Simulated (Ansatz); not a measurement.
# CH₃OSi radical: an energy map over angle H4–C1–Si3 and angle H5–Si3–C1

A grid of calculations on CH3OSi, SMILES [CH]1O[SiH2]1, spin multiplicity 2, to see where the energy is lowest and how it rises around there.

The runs use Ansatz 0.2.0; UKS PBE-D4/def2-TZVP.

### Step 1. The system as given

SMILES `[CH]1O[SiH2]1`, 6 atoms, charge 0, spin multiplicity 2.

Atoms are counted from 1 here; the program's logs count them from 0.

Bond lengths: C1–O2 1.394 Å, C1–Si3 1.796 Å, C1–H4 1.105 Å, O2–Si3 1.775 Å, Si3–H5 1.496 Å, Si3–H6 1.494 Å. Angles: O2–C1–Si3 66.3°, O2–C1–H4 120.3°, Si3–C1–H4 145.9°, C1–O2–Si3 67.8°, C1–Si3–O2 46.0°, C1–Si3–H5 125.3°, C1–Si3–H6 120.8°, O2–Si3–H5 111.5°, O2–Si3–H6 116.1°, H5–Si3–H6 113.7°.

Coordinates:

```
C    -0.9324   -0.6297   -0.0360
O     0.3402   -1.1983   -0.0108
Si    0.3900    0.5670    0.1723
H    -1.7074   -1.0284   -0.7149
H     1.1567    1.2111   -0.9394
H     0.7529    1.0783    1.5287
```

This geometry comes from a loose relaxation at PBE in a small basis, which is not shown.

### Step 2. Geometry optimisation

File input.yaml:

```yaml
crystal:
  periodic: [false, false, false]
  atoms:
    - { symbol: C, position_ang: [-0.932421, -0.629682, -0.035957] }
    - { symbol: O, position_ang: [0.340172, -1.198291, -0.010773] }
    - { symbol: Si, position_ang: [0.389993, 0.566995, 0.172287] }
    - { symbol: H, position_ang: [-1.707365, -1.028408, -0.714934] }
    - { symbol: H, position_ang: [1.156726, 1.211121, -0.939361] }
    - { symbol: H, position_ang: [0.752905, 1.078265, 1.528727] }
magnetization:
  spin_polarized: true
  initial_magnetization: 1
basis:
  gaussian: { orbitals: def2-TZVP }
hamiltonian:
  xc: pbe
  dispersion: d4
output:
  forces: true
relax:
  f_tol: 0.003
  max_steps: 120
```

Started as:

```console
ansatz run input.yaml --threads 1 --pin off --max-ram 2560MiB --backend cpu --events-out ev --progress --plain --runs-dir out
```

Standard output, cut to the lines that bear on the results:

```text
Warning: RAYON_NUM_THREADS=1 ignored (pool sized by the plan → 1); use --threads N
[...]
Functional definition: PBE
[...]
715 factors; their error is unknown
[...]
mean field -11001.89940331 eV, -404.3123457164 hartree, gradient 4.2e-5 eV, S^2 0.753474; 0 other end points of the search recorded, 0 dependent functions left out
[...]
reference -11001.89944050 eV, -404.3123470832 hartree; 16, 15 occupied and 101, 102 virtual orbitals, 715 factors
relax step   1: F+E_penalty+E_count = -11001.98841796 eV  Δ(F+E_penalty+E_count) = +0.000e0 eV  max|allowed force component| = 5.579e-1 eV/Å  Δτ_max = 0.0000 Å  (30 SCF iters, accepted)
[...]
relax step   7: F+E_penalty+E_count = -11002.00649529 eV  Δ(F+E_penalty+E_count) = -4.843e-5 eV  max|allowed force component| = 5.657e-3 eV/Å  Δτ_max = 0.0016 Å  (26 SCF iters, accepted)
[...]
relax step   8: F+E_penalty+E_count = -11002.00649724 eV  Δ(F+E_penalty+E_count) = -1.949e-6 eV  max|allowed force component| = 1.951e-3 eV/Å  Δτ_max = 0.0007 Å  (25 SCF iters, accepted)
715 factors; their error is unknown
mean field -11001.91731529 eV, -404.3130039694 hartree, gradient 1.6e-5 eV, S^2 0.753581; 1 other end points of the search recorded, 0 dependent functions left out
[...]
reference -11001.91735201 eV, -404.3130053191 hartree; 16, 15 occupied and 101, 102 virtual orbitals, 715 factors
Total energy: -11002.00653397 eV, -404.3162826954 hartree
Atom 0 at    -0.936406    -0.603550    -0.052267 Å, force    -0.001008    -0.001951    -0.000379 eV/Å
Atom 1 at     0.347034    -1.184797    -0.005586 Å, force     0.000144     0.000621     0.000183 eV/Å
Atom 2 at     0.401282     0.543224     0.169673 Å, force     0.001711     0.000798     0.000218 eV/Å
Atom 3 at    -1.702443    -1.034368    -0.698832 Å, force    -0.001012     0.000091    -0.000084 eV/Å
Atom 4 at     1.148219     1.210867    -0.930835 Å, force     0.000257     0.000229    -0.000061 eV/Å
Atom 5 at     0.742324     1.068624     1.517836 Å, force    -0.000092     0.000211     0.000123 eV/Å
Dipole moment:     0.019298     0.339447    -0.058843 e Å
```

Wall time 31 s (1 thread of Arm Neoverse V2, shared host); peak memory 0.18 GiB.

Along the way: (the energy doesn't fall at every step)

```
step  energy from step 1 (eV)  largest force component (eV/Å)
   1                   0.0000                          0.5579
   2                  -0.0092                          0.4584
   3                  -0.0166                          0.1152
   4                  -0.0065                          0.5852
   5                  -0.0180                          0.0362
   6                  -0.0180                          0.0310
   7                  -0.0181                          0.0057
   8                  -0.0181                          0.0020
```

Close pairs (by a distance rule), those that changed most:

```
  bond  before (Å)  after (Å)  change (Å)
O2–Si3       1.775      1.738      -0.038
C1–Si3       1.796      1.776      -0.020
 C1–O2       1.394      1.410      +0.016
 C1–H4       1.105      1.091      -0.014
Si3–H5       1.496      1.488      -0.008
Si3–H6       1.494      1.487      -0.008
```

### Step 3. Plan of the scan

The axes are (1) angle H4–C1–Si3: 15 values from 104.1 to 179.0 °; (2) angle H5–Si3–C1: 15 values from 80.1 to 170.1 °.

Nothing else is relaxed (all other coordinates rigid). Energies count from the relaxed molecule at the same level. Points are written as (first, second).

Below, 3 of the grid's runs; all are launched alike.

### Step 4. The run at (146.9°, 80.1°)

File input.yaml:

```yaml
crystal:
  periodic: [false, false, false]
  atoms:
    - { symbol: C, position_ang: [-0.936406, -0.60355, -0.052267] }
    - { symbol: O, position_ang: [0.347034, -1.184797, -0.005586] }
    - { symbol: Si, position_ang: [0.401282, 0.543224, 0.169673] }
    - { symbol: H, position_ang: [-1.689697, -1.009259, -0.729331] }
    - { symbol: H, position_ang: [0.331378, 0.516188, -1.316652] }
    - { symbol: H, position_ang: [0.742324, 1.068624, 1.517836] }
magnetization:
  spin_polarized: true
  initial_magnetization: 1
basis:
  gaussian: { orbitals: def2-TZVP }
hamiltonian:
  xc: pbe
  dispersion: d4
output:
  forces: true
```

Started as:

```console
ansatz run input.yaml --threads 1 --pin off --max-ram 2560MiB --backend cpu --events-out ev --progress --plain --runs-dir out
```

Standard output, cut to the lines that bear on the results:

```text
Warning: RAYON_NUM_THREADS=1 ignored (pool sized by the plan → 1); use --threads N
[...]
[... 1 set-up line as earlier in the session ...]
[...]
715 factors; their error is unknown
[...]
mean field -11000.52437610 eV, -404.2618143985 hartree, gradient 6.8e-5 eV, S^2 0.754301; 1 other end points of the search recorded, 0 dependent functions left out
[...]
reference -11000.52441259 eV, -404.2618157393 hartree; 16, 15 occupied and 101, 102 virtual orbitals, 715 factors
Total energy: -11000.61482653 eV, -404.2651383904 hartree
Atom 0 at    -0.936406    -0.603550    -0.052267 Å, force    -0.247178    -1.021832     0.859436 eV/Å
Atom 1 at     0.347034    -1.184797    -0.005586 Å, force    -0.572282    -0.603647     0.623757 eV/Å
Atom 2 at     0.401282     0.543224     0.169673 Å, force    -0.455912    -0.971069    -0.881916 eV/Å
Atom 3 at    -1.689697    -1.009259    -0.729331 Å, force    -0.031640     0.010459    -0.023670 eV/Å
Atom 4 at     0.331378     0.516188    -1.316652 Å, force     1.106669     2.099803    -0.340228 eV/Å
Atom 5 at     0.742324     1.068624     1.517836 Å, force     0.200342     0.486287    -0.237379 eV/Å
Dipole moment:     0.070632     0.465414     0.036202 e Å
```

It took 3.7 s on 1 thread of Arm Neoverse V2, shared host; peak memory 0.14 GiB.

On the map this point reads 134 kJ/mol.

### Step 5. Point (152.2°, 118.7°)

Edit input.yaml of step 4 so:

```diff
@@ -6,4 +6,4 @@
     - { symbol: Si, position_ang: [0.401282, 0.543224, 0.169673] }
-    - { symbol: H, position_ang: [-1.689697, -1.009259, -0.729331] }
-    - { symbol: H, position_ang: [0.331378, 0.516188, -1.316652] }
+    - { symbol: H, position_ang: [-1.718752, -1.069211, -0.653563] }
+    - { symbol: H, position_ang: [1.04898, 1.127769, -1.03597] }
     - { symbol: H, position_ang: [0.742324, 1.068624, 1.517836] }
```

Started as:

```console
ansatz run input.yaml --threads 1 --pin off --max-ram 2560MiB --backend cpu --events-out ev --progress --plain --runs-dir out
```

Standard output, cut to the lines that bear on the results:

```text
Warning: RAYON_NUM_THREADS=1 ignored (pool sized by the plan → 1); use --threads N
[...]
[... 1 set-up line as earlier in the session ...]
[...]
715 factors; their error is unknown
[...]
mean field -11001.88587189 eV, -404.3118484460 hartree, gradient 1.3e-5 eV, S^2 0.753664; 0 other end points of the search recorded, 0 dependent functions left out
[...]
reference -11001.88590855 eV, -404.3118497931 hartree; 16, 15 occupied and 101, 102 virtual orbitals, 715 factors
Total energy: -11001.97523176 eV, -404.3151323606 hartree
Atom 0 at    -0.936406    -0.603550    -0.052267 Å, force    -0.015824    -0.116925     0.178474 eV/Å
Atom 1 at     0.347034    -1.184797    -0.005586 Å, force    -0.022054    -0.021436     0.045498 eV/Å
Atom 2 at     0.401282     0.543224     0.169673 Å, force    -0.239786    -0.250441    -0.338318 eV/Å
Atom 3 at    -1.718752    -1.069211    -0.653563 Å, force     0.016968     0.074083    -0.016534 eV/Å
Atom 4 at     1.048980     1.127769    -1.035970 Å, force     0.171669     0.222321     0.221690 eV/Å
Atom 5 at     0.742324     1.068624     1.517836 Å, force     0.089027     0.092397    -0.090810 eV/Å
Dipole moment:     0.036012     0.360210    -0.028222 e Å
```

Wall time 3.6 s (1 thread of Arm Neoverse V2, shared host); peak memory 0.13 GiB.

On the map this point reads 3.0 kJ/mol.

### Step 6. Point (146.9°, 125.1°)

Edit input.yaml of step 5 so:

```diff
@@ -6,4 +6,4 @@
     - { symbol: Si, position_ang: [0.401282, 0.543224, 0.169673] }
-    - { symbol: H, position_ang: [-1.718752, -1.069211, -0.653563] }
-    - { symbol: H, position_ang: [1.04898, 1.127769, -1.03597] }
+    - { symbol: H, position_ang: [-1.689697, -1.009259, -0.729331] }
+    - { symbol: H, position_ang: [1.147874, 1.21058, -0.931243] }
     - { symbol: H, position_ang: [0.742324, 1.068624, 1.517836] }
```

Started as:

```console
ansatz run input.yaml --threads 1 --pin off --max-ram 2560MiB --backend cpu --events-out ev --progress --plain --runs-dir out
```

Standard output, cut to the lines that bear on the results:

```text
Warning: RAYON_NUM_THREADS=1 ignored (pool sized by the plan → 1); use --threads N
[...]
[... 1 set-up line as earlier in the session ...]
[...]
715 factors; their error is unknown
[...]
mean field -11001.91638076 eV, -404.3129696262 hartree, gradient 1.1e-5 eV, S^2 0.753537; 0 other end points of the search recorded, 0 dependent functions left out
[...]
reference -11001.91641748 eV, -404.3129709756 hartree; 16, 15 occupied and 101, 102 virtual orbitals, 715 factors
Total energy: -11002.00563943 eV, -404.3162498218 hartree
Atom 0 at    -0.936406    -0.603550    -0.052267 Å, force    -0.006446     0.015850    -0.034771 eV/Å
Atom 1 at     0.347034    -1.184797    -0.005586 Å, force    -0.023303     0.001437    -0.009556 eV/Å
Atom 2 at     0.401282     0.543224     0.169673 Å, force     0.042474     0.037368     0.034576 eV/Å
Atom 3 at    -1.689697    -1.009259    -0.729331 Å, force    -0.018007    -0.049177     0.010700 eV/Å
Atom 4 at     1.147874     1.210580    -0.931243 Å, force     0.001869    -0.002527    -0.000213 eV/Å
Atom 5 at     0.742324     1.068624     1.517836 Å, force     0.003413    -0.002950    -0.000737 eV/Å
Dipole moment:     0.020900     0.341796    -0.063990 e Å
```

Wall time 3.5 s (1 thread of Arm Neoverse V2, shared host); peak memory 0.13 GiB.

That is 0.09 kJ/mol from the zero.

### Step 7. All points together

225 points were computed. Energies in kJ/mol, from the relaxed molecule at the same level:

| angle H5–Si3–C1 (°) ↓, angle H4–C1–Si3 (°) → | 104.1 | 109.4 | 114.8 | 120.1 | 125.5 | 130.8 | 136.2 | 141.5 | 146.9 | 152.2 | 157.6 | 162.9 | 168.3 | 173.6 | 179.0 |
| --- | --- | --- | --- | --- | --- | --- | --- | --- | --- | --- | --- | --- | --- | --- | --- |
| 170.1 | 210 | 194 | 180 | 170 | 162 | 156 | 152 | 149 | 149 | 149 | 151 | 153 | 156 | 160 | 164 |
| 163.7 | 171 | 155 | 141 | 131 | 122 | 116 | 112 | 110 | 108 | 109 | 110 | 112 | 115 | 119 | 123 |
| 157.3 | 137 | 121 | 108 | 97 | 89 | 83 | 79 | 76 | 75 | 75 | 76 | 78 | 81 | 84 | 88 |
| 150.8 | 110 | 94 | 80 | 70 | 61 | 55 | 51 | 48 | 47 | 47 | 48 | 50 | 53 | 56 | 59 |
| 144.4 | 88 | 72 | 59 | 49 | 40 | 34 | 30 | 28 | 26 | 26 | 27 | 29 | 32 | 34 | 37 |
| 138.0 | 72 | 57 | 44 | 34 | 26 | 20 | 15 | 13 | 12 | 12 | 13 | 14 | 17 | 19 | 22 |
| 131.6 | 62 | 47 | 34 | 24 | 16 | 11 | 7 | 4 | 3 | 3 | 4 | 6 | 8 | 10 | 13 |
| 125.1 | 58 | 43 | 31 | 21 | 13 | 7 | 3 | 1 | 0 | 0 | 1 | 3 | 5 | 7 | 9 |
| 118.7 | 59 | 44 | 32 | 23 | 15 | 10 | 6 | 4 | 3 | 3 | 4 | 6 | 7 | 9 | 11 |
| 112.3 | 65 | 51 | 39 | 30 | 23 | 18 | 14 | 12 | 11 | 11 | 12 | 14 | 16 | 18 | 19 |
| 105.8 | 78 | 64 | 52 | 43 | 36 | 31 | 28 | 26 | 25 | 26 | 27 | 28 | 30 | 32 | 33 |
| 99.4 | 95 | 81 | 70 | 61 | 55 | 50 | 47 | 45 | 45 | 45 | 46 | 48 | 50 | 51 | 52 |
| 93.0 | 119 | 105 | 94 | 85 | 79 | 74 | 71 | 70 | 70 | 70 | 71 | 73 | 74 | 76 | 77 |
| 86.6 | 148 | 134 | 123 | 115 | 108 | 104 | 101 | 100 | 100 | 100 | 101 | 103 | 104 | 105 | 106 |
| 80.1 | 184 | 170 | 158 | 150 | 143 | 139 | 136 | 135 | 134 | 135 | 136 | 137 | 138 | 139 | 140 |

On the same grid, largest force on an atom (eV/Å):

```
angle H5–Si3–C1 (°) ↓, angle H4–C1–Si3 (°) →  104.1  109.4  114.8  120.1  125.5  130.8  136.2  141.5  146.9  152.2  157.6  162.9  168.3  173.6  179.0
                                       170.1   3.69   3.46   3.24   3.04   2.85   2.71   2.72   2.73   2.75   2.76   2.77   2.78   2.80   2.81   2.82
                                       163.7   3.72   3.48   3.25   3.03   2.83   2.65   2.47   2.35   2.36   2.37   2.38   2.39   2.40   2.41   2.43
                                       157.3   3.57   3.32   3.08   2.87   2.66   2.46   2.28   2.12   1.97   1.95   1.96   1.97   1.98   1.99   2.00
                                       150.8   3.30   3.05   2.81   2.58   2.37   2.17   1.99   1.82   1.66   1.53   1.53   1.54   1.55   1.56   1.57
                                       144.4   2.95   2.70   2.46   2.24   2.02   1.82   1.63   1.46   1.30   1.16   1.12   1.13   1.14   1.15   1.16
                                       138.0   2.56   2.31   2.07   1.85   1.63   1.43   1.24   1.06   0.90   0.75   0.74   0.74   0.75   0.76   0.77
                                       131.6   2.15   1.90   1.66   1.44   1.22   1.02   0.83   0.65   0.48   0.36   0.36   0.37   0.39   0.48   0.61
                                       125.1   1.78   1.48   1.24   1.02   0.80   0.61   0.42   0.24   0.07   0.09   0.24   0.37   0.48   0.57   0.63
                                       118.7   1.74   1.45   1.18   0.94   0.72   0.52   0.34   0.34   0.35   0.48   0.62   0.75   0.85   0.92   0.96
                                       112.3   1.71   1.42   1.15   0.91   0.69   0.67   0.68   0.69   0.70   0.85   0.99   1.11   1.21   1.27   1.30
                                       105.8   1.68   1.39   1.12   0.99   1.01   1.02   1.04   1.05   1.06   1.18   1.32   1.43   1.53   1.59   1.62
                                        99.4   1.65   1.36   1.34   1.35   1.36   1.38   1.39   1.40   1.41   1.43   1.57   1.69   1.79   1.85   1.87
                                        93.0   1.71   1.71   1.71   1.72   1.73   1.74   1.75   1.76   1.77   1.77   1.78   1.86   1.95   2.00   2.02
                                        86.6   2.12   2.11   2.10   2.10   2.10   2.10   2.10   2.10   2.11   2.11   2.10   2.10   2.09   2.08   2.07
                                        80.1   2.55   2.51   2.49   2.47   2.45   2.44   2.42   2.41   2.40   2.38   2.37   2.35   2.33   2.31   2.30
```

On the same grid, dipole moment (D):

```
angle H5–Si3–C1 (°) ↓, angle H4–C1–Si3 (°) →  104.1  109.4  114.8  120.1  125.5  130.8  136.2  141.5  146.9  152.2  157.6  162.9  168.3  173.6  179.0
                                       170.1   1.85   1.83   1.81   1.78   1.74   1.70   1.65   1.59   1.54   1.48   1.43   1.38   1.33   1.30   1.28
                                       163.7   1.87   1.84   1.81   1.78   1.74   1.69   1.64   1.59   1.53   1.47   1.42   1.37   1.33   1.29   1.27
                                       157.3   1.86   1.83   1.80   1.76   1.72   1.67   1.62   1.56   1.51   1.45   1.40   1.35   1.31   1.29   1.27
                                       150.8   1.85   1.82   1.79   1.75   1.70   1.65   1.60   1.55   1.49   1.44   1.39   1.35   1.32   1.29   1.28
                                       144.4   1.86   1.83   1.79   1.75   1.70   1.66   1.60   1.55   1.50   1.45   1.40   1.37   1.34   1.33   1.32
                                       138.0   1.88   1.85   1.82   1.77   1.73   1.68   1.63   1.58   1.53   1.48   1.45   1.42   1.40   1.39   1.39
                                       131.6   1.93   1.90   1.86   1.82   1.78   1.73   1.68   1.63   1.59   1.55   1.51   1.49   1.48   1.47   1.48
                                       125.1   2.01   1.97   1.94   1.90   1.85   1.81   1.76   1.72   1.67   1.64   1.61   1.59   1.58   1.58   1.59
                                       118.7   2.10   2.06   2.03   1.99   1.95   1.90   1.86   1.82   1.78   1.74   1.72   1.71   1.70   1.71   1.72
                                       112.3   2.20   2.17   2.13   2.09   2.05   2.01   1.97   1.93   1.89   1.86   1.84   1.83   1.83   1.84   1.85
                                       105.8   2.31   2.28   2.24   2.21   2.17   2.13   2.08   2.05   2.01   1.99   1.97   1.96   1.96   1.97   1.98
                                        99.4   2.41   2.39   2.35   2.32   2.28   2.24   2.20   2.16   2.13   2.11   2.09   2.08   2.08   2.09   2.10
                                        93.0   2.51   2.48   2.45   2.42   2.38   2.34   2.30   2.26   2.23   2.21   2.19   2.18   2.18   2.19   2.20
                                        86.6   2.59   2.56   2.53   2.49   2.45   2.41   2.37   2.33   2.29   2.26   2.24   2.22   2.21   2.21   2.22
                                        80.1   2.62   2.59   2.55   2.51   2.47   2.42   2.37   2.32   2.27   2.22   2.18   2.14   2.12   2.10   2.10
```

### Step 8. Outcome

| quantity | value |
| --- | --- |
| lowest point | (146.9°, 125.1°), 0.09 kJ/mol |
| highest computed point | (104.1°, 170.1°), 210 kJ/mol above the lowest |
| largest force on an atom (eV/Å) | 0.07 at (146.9°, 125.1°) to 3.72 at (104.1°, 163.7°); 0.07 at the lowest point |
| dipole moment (D) | 1.27 at (179.0°, 157.3°) to 2.62 at (104.1°, 80.1°); 1.67 at the lowest point |
| time for the whole task | 14 min on 1 thread, shared host |

What this shows: The lowest computed point is at (146.9°, 125.1°), 0.09 kJ/mol from the relaxed molecule at the same level. No other kind of well shows on this grid. The highest computed point, (104.1°, 170.1°), lies 210 kJ/mol above the lowest. Round the minimum the two coordinates are nearly uncoupled.
